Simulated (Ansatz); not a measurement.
Saddle point of SiH$_{4}$F, doublet (SiH₃F ([F][SiH3]) + H → SiH₃ + HF; bonds formed: F1–H3; bonds broken: F1–Si2), PBE0-D4/def2-TZVP structure:

```
6
angstrom
F -1.0063 -0.1847 -0.8238
Si 0.4781 0.0903 0.3875
H -1.8703 -0.3526 -1.5169
H 0.5448 1.5437 0.6514
H 1.6854 -0.4098 -0.3046
H 0.1683 -0.6871 1.6064
```

Energies are electronic, without zero-point energy. Barriers and step energies count from the start structure reached by relaxing down the imaginary mode; all methods use the PBE0-D4 structures, on which another method's saddle can fall below an end. Ansatz 0.2.0; basis: def2-TZVPP, with def2-QZVPP for the basis limit; cores frozen in the correlated methods; orbitals are unrestricted. B3LYP uses VWN-RPA correlation. Extrapolation: Hartree–Fock as exp(−7.88 √X), correlation as X^−2.97.

```json
{"method": "SPW92", "barrier (kcal/mol)": "22.21", "step energy (kcal/mol)": "5.23"}
{"method": "PBE-D4", "barrier (kcal/mol)": "?", "step energy (kcal/mol)": "6.34"}
{"method": "BLYP-D4", "barrier (kcal/mol)": "?", "step energy (kcal/mol)": "7.09"}
{"method": "r2SCAN-D4", "barrier (kcal/mol)": "?", "step energy (kcal/mol)": "8.14"}
{"method": "B97M-V", "barrier (kcal/mol)": "37.36", "step energy (kcal/mol)": "11.65"}
{"method": "PBE0-D4", "barrier (kcal/mol)": "36.92", "step energy (kcal/mol)": "7.93"}
{"method": "B3LYP-D4", "barrier (kcal/mol)": "34.95", "step energy (kcal/mol)": "8.21"}
{"method": "r2SCAN0-D4", "barrier (kcal/mol)": "39.25", "step energy (kcal/mol)": "8.37"}
{"method": "BHLYP-D4", "barrier (kcal/mol)": "44.05", "step energy (kcal/mol)": "11.22"}
{"method": "CAM-B3LYP-D4", "barrier (kcal/mol)": "39.37", "step energy (kcal/mol)": "10.35"}
{"method": "wB97X-V", "barrier (kcal/mol)": "44.81", "step energy (kcal/mol)": "12.37"}
{"method": "wB97M-V", "barrier (kcal/mol)": "40.73", "step energy (kcal/mol)": "12.69"}
{"method": "B2PLYP", "barrier (kcal/mol)": "41.07", "step energy (kcal/mol)": "10.87"}
{"method": "PBE-QIDH", "barrier (kcal/mol)": "45.95", "step energy (kcal/mol)": "11.27"}
{"method": "RPA on PBE", "barrier (kcal/mol)": "42.47", "step energy (kcal/mol)": "9.77"}
{"method": "HF", "barrier (kcal/mol)": "66.02", "step energy (kcal/mol)": "18.87"}
{"method": "MP2", "barrier (kcal/mol)": "49.84", "step energy (kcal/mol)": "14.08"}
{"method": "CCSD", "barrier (kcal/mol)": "47.84", "step energy (kcal/mol)": "10.14"}
{"method": "CCSD(T)", "barrier (kcal/mol)": "46.02", "step energy (kcal/mol)": "10.22"}
```

Q: Fill in the withheld barriers. (To be estimated.)

A: Computed: r2SCAN-D4 34.69; PBE-D4 29.28; BLYP-D4 29.25 kcal/mol. Each is the energy of the saddle less that of the start structure, by the same method.

For comparison, the barrier by CCSD(T) at an estimated basis limit (MP2 extrapolated from triple and quadruple zeta, plus CCSD(T) − MP2 in triple zeta) is 44.98 kcal/mol.

No T1 diagnostic of these runs exceeds 0.028. ⟨S²⟩ of the unrestricted Hartree–Fock references: 0.75 to 0.77 (a pure state has 0.75).

Radical steps of this kind take place in plasma deposition and etching.

Labels in which every atom is bracketed show which atoms are joined, not bond orders.

For scale, one of the runs: CCSD(T)/def2-TZVPP, 129 basis functions, launched by `ansatz run in.yaml --threads 2 --pin off --events-out ev --progress --plain --max-ram 4352MiB`. The run took 24 s on 2 CPU threads of an Intel Xeon Platinum 8259CL (shared host), with 1.4 GiB of host memory at its peak.
